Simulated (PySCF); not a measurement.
**PH₅, singlet: structure and spectrum**

Level of theory: PySCF, BP86, basis P def2-TZVP, H def2-TZVP (no relativity, density fitting).

The structure is a saddle point with 1 imaginary mode.

| Property | Result |
| --- | --- |
| Point group | C4v |
| Bond lengths | P–H 1.413 Å, P–H 1.473 Å (×4) |
| Bond angles | H–P–H 88.4° (×4), H–P–H 99.6° (×4), H–P–H 160.7° (×2) |
| Dipole moment | 0.32 D |
| Lowest empty level | -1.62 eV |
| Rotational constants | 2.592, 2.592, 1.982 cm⁻¹ |
| Principal polarisabilities | 24.6, 35.3, 35.3 bohr³ |
| Principal quadrupole moments (Buckingham, traceless) about the centre of mass | -1.48, -1.48, 2.95 D Å |
| Atomisation energy without zero-point energy | 1350 kJ/mol |
| Highest occupied level | -5.34 eV |
| Zero-point energy (real modes) | 104.3 kJ/mol |

Harmonic modes (masses in u: P 30.974, H 1.008):
| symmetry | ω (cm⁻¹) | IR (km/mol, summed over degenerate members) |
| --- | --- | --- |
| b1 | 217i | – |
| e | 956 | 26.1 |
| a1 | 1002 | 50.4 |
| e | 1306 | 344 |
| b2 | 1548 | 0.0 |
| b1 | 1827 | 0.0 |
| e | 1984 | 843 |
| a1 | 2123 | 11.6 |
| a1 | 2439 | 8.1 |

In C4v the vibrations span 2b1 + 3e + 3a1 + b2. The b1, b2 modes carry no infrared intensity, as symmetry demands.

Charges (e):
```json
{"atom": "P1", "Mulliken": "-0.11", "Löwdin": "0.13", "polar tensor": "1.16", "Mayer order to P1": "–"}
{"atom": "H2", "Mulliken": "0.09", "Löwdin": "0.03", "polar tensor": "-0.06", "Mayer order to P1": "0.96"}
{"atom": "H3,4,5,6", "Mulliken": "0.01", "Löwdin": "-0.04", "polar tensor": "-0.27", "Mayer order to P1": "0.85"}
```

Mulliken populations on P1: s 5.49, p 9.15, d 0.46, f 0.01.

Outer orbital energies (eV). occupied: -16.94, -10.32, -10.32, -10.04, -5.34; empty: -1.62, -0.23, 1.92, 1.92.

This need not be the most stable arrangement of these atoms. At this level a singlet minimum of D3h symmetry lies 5 kJ/mol below this structure.

The final relaxation and frequency run took roughly 40 core-seconds on a shared host.
